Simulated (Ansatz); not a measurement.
Cartesian coordinates in Å:
```
C 0.2554 0.3256 -1.6937
C 0.0804 0.1018 -0.5325
C -0.1337 -0.1706 0.8870
F 0.6885 0.5561 1.6474
F 0.0831 -1.4571 1.1699
F -1.3851 0.1195 1.2508
H 0.4114 0.5248 -2.7288
```

Total charge 0; spin multiplicity 1.

Problem. List the PBE/def2-TZVPP orbital energies in eV (Ansatz). (An estimate is asked.)

Solution. Computed: Occupied: -661.22, -661.22, -661.22, -276.23, -270.07, -269.98, -33.48, -31.02, -31.02, -20.14, -18.11, -15.81, -15.01, -15.01, -13.61, -11.45, -11.45, -10.52, -10.52, -10.22, -9.81, -7.95, -7.95. Lowest empty: -1.30, -1.30, 0.98, 1.85, 3.09, 3.75, 3.75, 3.79.
